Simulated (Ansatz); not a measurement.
GeP⁻, singlet: reading a ladder of total energies

Geometry: a PBE0/def2-TZVPD stationary point for this spin.

```yaml
atoms:
  - { symbol: Ge, position_ang: [0.0000, 0.0000, 0.0000] }
  - { symbol: P, position_ang: [0.0000, 0.0000, 2.0641] }
```

Basis aug-cc-pVDZ; Ansatz 0.2.0. Only valence electrons are correlated (noble-gas cores and the filled d shells of p-block atoms frozen), which leaves 10 electrons in 44 orbitals. Prefix R: restricted or restricted open-shell reference. No spin–orbit coupling is included, and no scalar relativity.

Full CI isn't at hand for all of this; RCCSDTQ serves as the reference, and is uncertain by about the last step of the cluster series.

Runs differ by some tens of microhartree through their thresholds, so steps under 0.03 kcal/mol mean nothing.

| level | total energy (hartree) |
| --- | --- |
| RHF | -2416.099153 |
| RMP2 | -2416.314978 |
| RCCSD | -2416.329330 |
| RCCSD(T) | -2416.344647 |
| RCCSDT | -2416.345136 |
| RCCSDT(Q) | -2416.346958 |
| RCCSDTQ | -2416.346800 |

Problem. What is the correlation energy at RCCSDTQ, and what share of it do RMP2 and RCCSDT recover?

Solution. E(corr) = -2416.346800 − (-2416.099153) = -0.247647 hartree = -6.739 eV. RMP2: -0.215825 / -0.247647 = 87.15 %. RCCSDT: -0.245983 / -0.247647 = 99.33 %.

Problem. By how many kcal/mol does RCCSD(T) miss RCCSDTQ (1 hartree = 627.509 kcal/mol), and which steps make up the rest?

Solution. -2416.344647 − (-2416.346800) = 0.002153 hartree = 1.35 kcal/mol. Steps: RCCSDT − RCCSD(T) = -0.31, RCCSDT(Q) − RCCSDT = -1.14, RCCSDTQ − RCCSDT(Q) = 0.10 kcal/mol. Differences between like states or geometries often cancel part of this.
